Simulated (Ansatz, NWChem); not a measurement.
NOF (nitrosyl fluoride): from total energies to a heat of formation

NOF: 3 atoms, total charge 0, spin state singlet. SMILES: `O=NF`. Geometry: relaxed at PBE0-D4/def2-TZVP.

```xyz
3

O     0.8683    0.2430    0.5047
N     0.1489   -0.4825    0.0299
F    -1.0173    0.2396   -0.5346
```

Total energies at HF/def2-TZVPP (NWChem 7.3.0); the atoms run unrestricted:

| species | state | energy (Eh) |
| --- | --- | --- |
| NOF | singlet | -228.721646 |
| O | triplet | -74.815625 |
| N | quartet | -54.402747 |
| F | doublet | -99.411799 |

Harmonic wavenumbers at PBE0-D4/def2-TZVP, in cm⁻¹: 560, 824, 1969.

Measured heats of formation of the gaseous atoms at 298.15 K, in kJ/mol: O 249.2, N 472.4, F 79.4. Spin-orbit lowering of the atoms at 298 K (mean of the ground term's levels less their thermal mean, from spectra), in kJ/mol: O 0.40, F 1.29. Take 1 Eh = 2625.50 kJ/mol, 1 cm⁻¹ = 0.0119627 kJ/mol, RT = 2.479 kJ/mol.

Question: What heat of formation follows?

Answer: 
1. Electronic atomisation energy: (-74.815625) + (-54.402747) + (-99.411799) − (-228.721646) = 0.091475 Eh = 240.2 kJ/mol.
2. Zero-point energy: half the sum of the wavenumbers, 1676.5 cm⁻¹ = 20.1 kJ/mol.
3. Thermal vibrational enthalpy, Σ hcν̃/(exp(hcν̃/kT) − 1): 0.7 kJ/mol. Translation, rotation and pV of a non-linear molecule: 4 RT = 9.9 kJ/mol.
4. The 3 free atoms carry 5/2 RT each: 18.6 kJ/mol.
5. Spin-orbit coupling lowers the free atoms by 0.40 + 1.29 = 1.7 kJ/mol.
6. Atomisation enthalpy at 298 K: 240.2 − 1.7 − 20.1 − 0.7 − 9.9 + 18.6 = 226.4 kJ/mol.
7. Sum of the atoms' heats of formation: 801.0 kJ/mol. Heat of formation: 801.0 − 226.4 = +574.6 kJ/mol.

The tabulated value is -65.7 kJ/mol (NIST-JANAF tables; in doubt, as an older value, an estimate or one at odds with other calculations), so this level is off by +640.3 kJ/mol, or 73.9 % of the atomisation enthalpy that the table implies (866.7 kJ/mol). Hartree–Fock leaves out correlation, which is larger in the molecule than in the atoms, so it underbinds and puts the heat of formation too high. Anharmonicity and any spin-orbit splitting of the molecule are left out.
